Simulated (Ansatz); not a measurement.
## Molecular dynamics of CH6BN

Input file:

```yaml
crystal:
  periodic: [false, false, false]
  atoms:
    - { symbol: B, position_ang: [-0.125802, 0.450303, 0.694856] }
    - { symbol: "N", position_ang: [0.189014, -0.742726, 1.384867] }
    - { symbol: H, position_ang: [-0.236655, -1.547959, 1.192044] }
    - { symbol: H, position_ang: [1.115118, -1.024028, 1.692521] }
    - { symbol: H, position_ang: [0.395168, 1.632279, 1.015929] }
    - { symbol: C, position_ang: [-1.422432, 0.486915, -0.1949] }
    - { symbol: H, position_ang: [-2.252216, 1.204789, 0.105432] }
    - { symbol: H, position_ang: [-1.410283, 0.967695, -1.346749] }
    - { symbol: H, position_ang: [-1.846594, -0.493034, -0.195109] }
basis:
  gaussian: { orbitals: def2-mTZVP }
hamiltonian:
  xc: pbe
md:
  timestep: 0.25
  n_steps: 150
  ensemble: nve
  temperature: 1000.0
  initial_velocities: maxwell_boltzmann
  seed: 52642
```

Command:

```bash
$ ansatz run input.yaml --threads 1 --pin off --max-ram 2048MiB --backend cpu --events-out ev --progress --plain --runs-dir out
```

It goes on from the last frame of an earlier run, with new velocities.

Output, in part (one step line in 2, the closing report, with atoms numbered from 0):

```
md step     0: t =     0.00 fs  T =  1000.0 K  F+E_penalty+E_count = -3297.59776439 eV  E_kin = 0.904820 eV  conserved = -3296.69294439 eV  (27 SCF iters)
md step     2: t =     0.50 fs  T =  1046.6 K  F+E_penalty+E_count = -3297.64026839 eV  E_kin = 0.947023 eV  conserved = -3296.69324531 eV  (30 SCF iters)
md step     4: t =     1.00 fs  T =  1152.1 K  F+E_penalty+E_count = -3297.73656859 eV  E_kin = 1.042438 eV  conserved = -3296.69413028 eV  (30 SCF iters)
md step     6: t =     1.50 fs  T =  1261.0 K  F+E_penalty+E_count = -3297.83585928 eV  E_kin = 1.140972 eV  conserved = -3296.69488687 eV  (30 SCF iters)
md step     8: t =     2.00 fs  T =  1322.2 K  F+E_penalty+E_count = -3297.89161085 eV  E_kin = 1.196371 eV  conserved = -3296.69523992 eV  (30 SCF iters)
md step    10: t =     2.50 fs  T =  1309.1 K  F+E_penalty+E_count = -3297.87977940 eV  E_kin = 1.184468 eV  conserved = -3296.69531168 eV  (30 SCF iters)
md step    12: t =     3.00 fs  T =  1215.4 K  F+E_penalty+E_count = -3297.79490440 eV  E_kin = 1.099727 eV  conserved = -3296.69517733 eV  (30 SCF iters)
md step    14: t =     3.50 fs  T =  1051.8 K  F+E_penalty+E_count = -3297.64649174 eV  E_kin = 0.951726 eV  conserved = -3296.69476587 eV  (30 SCF iters)
md step    16: t =     4.00 fs  T =   849.1 K  F+E_penalty+E_count = -3297.46230067 eV  E_kin = 0.768272 eV  conserved = -3296.69402893 eV  (30 SCF iters)
md step    18: t =     4.50 fs  T =   659.4 K  F+E_penalty+E_count = -3297.28976433 eV  E_kin = 0.596653 eV  conserved = -3296.69311123 eV  (47 SCF iters)
md step    20: t =     5.00 fs  T =   545.4 K  F+E_penalty+E_count = -3297.18591096 eV  E_kin = 0.493519 eV  conserved = -3296.69239235 eV  (30 SCF iters)
md step    22: t =     5.50 fs  T =   554.6 K  F+E_penalty+E_count = -3297.19407557 eV  E_kin = 0.501772 eV  conserved = -3296.69230308 eV  (31 SCF iters)
md step    24: t =     6.00 fs  T =   691.8 K  F+E_penalty+E_count = -3297.31888161 eV  E_kin = 0.625916 eV  conserved = -3296.69296531 eV  (31 SCF iters)
md step    26: t =     6.50 fs  T =   912.4 K  F+E_penalty+E_count = -3297.51957746 eV  E_kin = 0.825531 eV  conserved = -3296.69404670 eV  (31 SCF iters)
md step    28: t =     7.00 fs  T =  1142.9 K  F+E_penalty+E_count = -3297.72919717 eV  E_kin = 1.034126 eV  conserved = -3296.69507125 eV  (31 SCF iters)
md step    30: t =     7.50 fs  T =  1312.0 K  F+E_penalty+E_count = -3297.88290170 eV  E_kin = 1.187131 eV  conserved = -3296.69577026 eV  (30 SCF iters)
md step    32: t =     8.00 fs  T =  1370.7 K  F+E_penalty+E_count = -3297.93625982 eV  E_kin = 1.240218 eV  conserved = -3296.69604175 eV  (30 SCF iters)
md step    34: t =     8.50 fs  T =  1302.5 K  F+E_penalty+E_count = -3297.87426218 eV  E_kin = 1.178555 eV  conserved = -3296.69570689 eV  (30 SCF iters)
md step    36: t =     9.00 fs  T =  1135.7 K  F+E_penalty+E_count = -3297.72223565 eV  E_kin = 1.027647 eV  conserved = -3296.69458836 eV  (30 SCF iters)
md step    38: t =     9.50 fs  T =   949.2 K  F+E_penalty+E_count = -3297.55195610 eV  E_kin = 0.858847 eV  conserved = -3296.69310887 eV  (30 SCF iters)
md step    40: t =    10.00 fs  T =   839.5 K  F+E_penalty+E_count = -3297.45206409 eV  E_kin = 0.759622 eV  conserved = -3296.69244201 eV  (32 SCF iters)
md step    42: t =    10.50 fs  T =   849.5 K  F+E_penalty+E_count = -3297.46181439 eV  E_kin = 0.768649 eV  conserved = -3296.69316522 eV  (30 SCF iters)
md step    44: t =    11.00 fs  T =   935.2 K  F+E_penalty+E_count = -3297.54050077 eV  E_kin = 0.846146 eV  conserved = -3296.69435525 eV  (32 SCF iters)
md step    46: t =    11.50 fs  T =  1019.1 K  F+E_penalty+E_count = -3297.61698286 eV  E_kin = 0.922080 eV  conserved = -3296.69490237 eV  (30 SCF iters)
md step    48: t =    12.00 fs  T =  1059.0 K  F+E_penalty+E_count = -3297.65284544 eV  E_kin = 0.958168 eV  conserved = -3296.69467793 eV  (30 SCF iters)
md step    50: t =    12.50 fs  T =  1061.3 K  F+E_penalty+E_count = -3297.65446079 eV  E_kin = 0.960297 eV  conserved = -3296.69416359 eV  (30 SCF iters)
md step    52: t =    13.00 fs  T =  1054.6 K  F+E_penalty+E_count = -3297.64797586 eV  E_kin = 0.954181 eV  conserved = -3296.69379491 eV  (29 SCF iters)
md step    54: t =    13.50 fs  T =  1060.9 K  F+E_penalty+E_count = -3297.65364419 eV  E_kin = 0.959903 eV  conserved = -3296.69374109 eV  (29 SCF iters)
md step    56: t =    14.00 fs  T =  1084.0 K  F+E_penalty+E_count = -3297.67474876 eV  E_kin = 0.980794 eV  conserved = -3296.69395430 eV  (29 SCF iters)
md step    58: t =    14.50 fs  T =  1111.2 K  F+E_penalty+E_count = -3297.69970484 eV  E_kin = 1.005428 eV  conserved = -3296.69427723 eV  (30 SCF iters)
md step    60: t =    15.00 fs  T =  1123.8 K  F+E_penalty+E_count = -3297.71134872 eV  E_kin = 1.016833 eV  conserved = -3296.69451583 eV  (30 SCF iters)
md step    62: t =    15.50 fs  T =  1109.9 K  F+E_penalty+E_count = -3297.69873267 eV  E_kin = 1.004250 eV  conserved = -3296.69448303 eV  (30 SCF iters)
md step    64: t =    16.00 fs  T =  1076.3 K  F+E_penalty+E_count = -3297.66796140 eV  E_kin = 0.973862 eV  conserved = -3296.69409950 eV  (30 SCF iters)
md step    66: t =    16.50 fs  T =  1052.0 K  F+E_penalty+E_count = -3297.64544487 eV  E_kin = 0.951866 eV  conserved = -3296.69357854 eV  (29 SCF iters)
md step    68: t =    17.00 fs  T =  1072.6 K  F+E_penalty+E_count = -3297.66390944 eV  E_kin = 0.970476 eV  conserved = -3296.69343358 eV  (29 SCF iters)
md step    70: t =    17.50 fs  T =  1148.2 K  F+E_penalty+E_count = -3297.73295987 eV  E_kin = 1.038925 eV  conserved = -3296.69403524 eV  (30 SCF iters)
md step    72: t =    18.00 fs  T =  1242.8 K  F+E_penalty+E_count = -3297.81957478 eV  E_kin = 1.124466 eV  conserved = -3296.69510870 eV  (30 SCF iters)
md step    74: t =    18.50 fs  T =  1292.7 K  F+E_penalty+E_count = -3297.86546552 eV  E_kin = 1.169653 eV  conserved = -3296.69581231 eV  (30 SCF iters)
md step    76: t =    19.00 fs  T =  1260.9 K  F+E_penalty+E_count = -3297.83624750 eV  E_kin = 1.140897 eV  conserved = -3296.69535047 eV  (29 SCF iters)
md step    78: t =    19.50 fs  T =  1183.6 K  F+E_penalty+E_count = -3297.76485726 eV  E_kin = 1.070974 eV  conserved = -3296.69388285 eV  (29 SCF iters)
md step    80: t =    20.00 fs  T =  1153.6 K  F+E_penalty+E_count = -3297.73676484 eV  E_kin = 1.043833 eV  conserved = -3296.69293211 eV  (29 SCF iters)
md step    82: t =    20.50 fs  T =  1226.5 K  F+E_penalty+E_count = -3297.80346059 eV  E_kin = 1.109777 eV  conserved = -3296.69368338 eV  (29 SCF iters)
md step    84: t =    21.00 fs  T =  1352.9 K  F+E_penalty+E_count = -3297.91936515 eV  E_kin = 1.224158 eV  conserved = -3296.69520690 eV  (30 SCF iters)
md step    86: t =    21.50 fs  T =  1431.1 K  F+E_penalty+E_count = -3297.99087279 eV  E_kin = 1.294899 eV  conserved = -3296.69597422 eV  (29 SCF iters)
md step    88: t =    22.00 fs  T =  1400.2 K  F+E_penalty+E_count = -3297.96261475 eV  E_kin = 1.266929 eV  conserved = -3296.69568602 eV  (29 SCF iters)
md step    90: t =    22.50 fs  T =  1267.4 K  F+E_penalty+E_count = -3297.84159557 eV  E_kin = 1.146732 eV  conserved = -3296.69486350 eV  (30 SCF iters)
md step    92: t =    23.00 fs  T =  1080.1 K  F+E_penalty+E_count = -3297.67128743 eV  E_kin = 0.977302 eV  conserved = -3296.69398584 eV  (30 SCF iters)
md step    94: t =    23.50 fs  T =   894.5 K  F+E_penalty+E_count = -3297.50267714 eV  E_kin = 0.809387 eV  conserved = -3296.69329048 eV  (30 SCF iters)
md step    96: t =    24.00 fs  T =   757.0 K  F+E_penalty+E_count = -3297.37781354 eV  E_kin = 0.684927 eV  conserved = -3296.69288697 eV  (30 SCF iters)
md step    98: t =    24.50 fs  T =   695.0 K  F+E_penalty+E_count = -3297.32165901 eV  E_kin = 0.628837 eV  conserved = -3296.69282249 eV  (30 SCF iters)
md step   100: t =    25.00 fs  T =   713.5 K  F+E_penalty+E_count = -3297.33864879 eV  E_kin = 0.645580 eV  conserved = -3296.69306914 eV  (32 SCF iters)
md step   102: t =    25.50 fs  T =   796.5 K  F+E_penalty+E_count = -3297.41425130 eV  E_kin = 0.720723 eV  conserved = -3296.69352793 eV  (32 SCF iters)
md step   104: t =    26.00 fs  T =   913.9 K  F+E_penalty+E_count = -3297.52098955 eV  E_kin = 0.826906 eV  conserved = -3296.69408399 eV  (32 SCF iters)
md step   106: t =    26.50 fs  T =  1029.2 K  F+E_penalty+E_count = -3297.62585644 eV  E_kin = 0.931211 eV  conserved = -3296.69464579 eV  (31 SCF iters)
md step   108: t =    27.00 fs  T =  1107.1 K  F+E_penalty+E_count = -3297.69684154 eV  E_kin = 1.001720 eV  conserved = -3296.69512170 eV  (30 SCF iters)
md step   110: t =    27.50 fs  T =  1120.8 K  F+E_penalty+E_count = -3297.70952987 eV  E_kin = 1.014153 eV  conserved = -3296.69537720 eV  (30 SCF iters)
md step   112: t =    28.00 fs  T =  1061.5 K  F+E_penalty+E_count = -3297.65574743 eV  E_kin = 0.960504 eV  conserved = -3296.69524348 eV  (30 SCF iters)
md step   114: t =    28.50 fs  T =   949.1 K  F+E_penalty+E_count = -3297.55333677 eV  E_kin = 0.858747 eV  conserved = -3296.69458972 eV  (31 SCF iters)
md step   116: t =    29.00 fs  T =   838.5 K  F+E_penalty+E_count = -3297.45218927 eV  E_kin = 0.758696 eV  conserved = -3296.69349355 eV  (30 SCF iters)
md step   118: t =    29.50 fs  T =   809.2 K  F+E_penalty+E_count = -3297.42478246 eV  E_kin = 0.732154 eV  conserved = -3296.69262855 eV  (31 SCF iters)
md step   120: t =    30.00 fs  T =   916.8 K  F+E_penalty+E_count = -3297.52256027 eV  E_kin = 0.829514 eV  conserved = -3296.69304608 eV  (31 SCF iters)
md step   122: t =    30.50 fs  T =  1131.6 K  F+E_penalty+E_count = -3297.71853240 eV  E_kin = 1.023894 eV  conserved = -3296.69463868 eV  (31 SCF iters)
md step   124: t =    31.00 fs  T =  1348.0 K  F+E_penalty+E_count = -3297.91561437 eV  E_kin = 1.219661 eV  conserved = -3296.69595368 eV  (30 SCF iters)
md step   126: t =    31.50 fs  T =  1470.6 K  F+E_penalty+E_count = -3298.02676931 eV  E_kin = 1.330635 eV  conserved = -3296.69613456 eV  (30 SCF iters)
md step   128: t =    32.00 fs  T =  1472.5 K  F+E_penalty+E_count = -3298.02784909 eV  E_kin = 1.332310 eV  conserved = -3296.69553926 eV  (30 SCF iters)
md step   130: t =    32.50 fs  T =  1380.4 K  F+E_penalty+E_count = -3297.94382896 eV  E_kin = 1.249032 eV  conserved = -3296.69479690 eV  (29 SCF iters)
md step   132: t =    33.00 fs  T =  1237.7 K  F+E_penalty+E_count = -3297.81410546 eV  E_kin = 1.119904 eV  conserved = -3296.69420171 eV  (30 SCF iters)
md step   134: t =    33.50 fs  T =  1082.7 K  F+E_penalty+E_count = -3297.67336138 eV  E_kin = 0.979605 eV  conserved = -3296.69375626 eV  (30 SCF iters)
md step   136: t =    34.00 fs  T =   945.7 K  F+E_penalty+E_count = -3297.54907013 eV  E_kin = 0.855681 eV  conserved = -3296.69338958 eV  (29 SCF iters)
md step   138: t =    34.50 fs  T =   852.1 K  F+E_penalty+E_count = -3297.46413101 eV  E_kin = 0.771038 eV  conserved = -3296.69309324 eV  (30 SCF iters)
md step   140: t =    35.00 fs  T =   822.0 K  F+E_penalty+E_count = -3297.43667670 eV  E_kin = 0.743744 eV  conserved = -3296.69293299 eV  (31 SCF iters)
md step   142: t =    35.50 fs  T =   865.4 K  F+E_penalty+E_count = -3297.47602503 eV  E_kin = 0.783039 eV  conserved = -3296.69298583 eV  (30 SCF iters)
md step   144: t =    36.00 fs  T =   978.0 K  F+E_penalty+E_count = -3297.57817893 eV  E_kin = 0.884896 eV  conserved = -3296.69328279 eV  (30 SCF iters)
md step   146: t =    36.50 fs  T =  1138.7 K  F+E_penalty+E_count = -3297.72413833 eV  E_kin = 1.030328 eV  conserved = -3296.69380992 eV  (31 SCF iters)
md step   148: t =    37.00 fs  T =  1311.4 K  F+E_penalty+E_count = -3297.88110595 eV  E_kin = 1.186564 eV  conserved = -3296.69454235 eV  (29 SCF iters)
md step   150: t =    37.50 fs  T =  1447.5 K  F+E_penalty+E_count = -3298.00513306 eV  E_kin = 1.309717 eV  conserved = -3296.69541641 eV  (46 SCF iters)
Total energy: -3298.00517268 eV, -121.1994546279 hartree
Atom 0 at    -0.181811     0.424866     0.677739 Å, force     1.043901     1.070310     2.234406 eV/Å
Atom 1 at     0.253069    -0.741074     1.348203 Å, force    -0.085599    -2.140722     1.453509 eV/Å
Atom 2 at    -0.262491    -1.654152     1.456334 Å, force    -0.097217     1.128846    -1.066581 eV/Å
Atom 3 at     0.955391    -0.891834     2.112642 Å, force    -0.164614     1.316985    -1.064719 eV/Å
Atom 4 at     0.493615     1.488325     1.075027 Å, force    -0.811729    -1.352759    -0.947456 eV/Å
Atom 5 at    -1.470448     0.532315    -0.203832 Å, force     2.187161    -1.463801    -1.820016 eV/Å
Atom 6 at    -2.166216     1.224537     0.219292 Å, force    -0.516753     1.129007    -0.344773 eV/Å
Atom 7 at    -0.991821     0.708744    -1.263905 Å, force    -1.391750     0.581264     1.402044 eV/Å
Atom 8 at    -1.981243    -0.427009    -0.335850 Å, force    -0.163400    -0.269131     0.153586 eV/Å
Dipole moment:    -0.015726    -0.363610     0.188440 e Å
```

The run went to its last step. The conserved energy stayed within 0.36 meV per atom of its start (net change -0.27 meV per atom), so the integration is sound. A run of 0.037 ps of so small a system gives no equilibrium averages.

The same pairs are bonded in the first frame and the last. Pairs count as bonded within 1.25 times the sum of covalent radii (0.12 Å more for H–H).

Last frame:

```xyz
9
Properties=species:S:1:pos:R:3
B -0.182 0.425 0.678
N 0.253 -0.741 1.348
H -0.263 -1.654 1.456
H 0.955 -0.892 2.113
H 0.494 1.488 1.075
C -1.470 0.532 -0.204
H -2.166 1.224 0.219
H -0.992 0.709 -1.264
H -1.981 -0.427 -0.336
```

Time of the run: 4.6 min on 1 thread of Arm Neoverse V1, with other jobs on the host, peak memory 0.12 GiB.
